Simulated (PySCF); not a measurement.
**How good is the calculation?**

Atom-mapped SMILES (the numbers label the heavy atoms): `[PH2:1][PH:2][PH2:3]`. Hydrogens are named by the atom that carries them.

The experiment to reproduce: δ 31P P1/P3 -162.6; P2 -179.1 ppm (measured; solution; W. H. Hersh, T.-Y. Chan, Beilstein J. Org. Chem. 19 (2023) 36, supporting information).

- PBE0/pcSseg-1 with gauge-including orbitals
- GFN2-xTB geometry
- program: PySCF 2.14
- one conformer, non-relativistic, no solvent model, one averaged value for each set of equivalent atoms

(1) How close does the calculation come?

(2) How far are the unscaled 31P shifts from the references?

Results:

(1) 
Reference values: measured (solution; W. H. Hersh, T.-Y. Chan, Beilstein J. Org. Chem. 19 (2023) 36, supporting information).
```tsv
atoms	quantity	reference	computed	computed, scaled
P1/P3	δ 31P vs 85 % H3PO4	-162.6	-222.0	-177.5
P2	δ 31P vs 85 % H3PO4	-179.1	-185.9	-147.7
```

Computed shifts are σ(ref) − σ with the named reference compound (TMS for H and C) calculated as an isolated molecule at the same level. The measured values may be among those fitted. Shieldings were converted by a linear fit to measured shifts: 31P: δ = 270.09 − 0.828σ (rms 18.1 ppm, 64 shifts vs H3PO4, solution or neat liquid). Occasional misses reach two or three times the rms, and more in compound classes unlike the fitted ones.

(2) Mean signed difference -33.10 ppm, mean absolute 33.10 ppm over 2 comparisons; the largest is -59.4 ppm at P1/P3 (phosphorus bonded to P, 2 H).
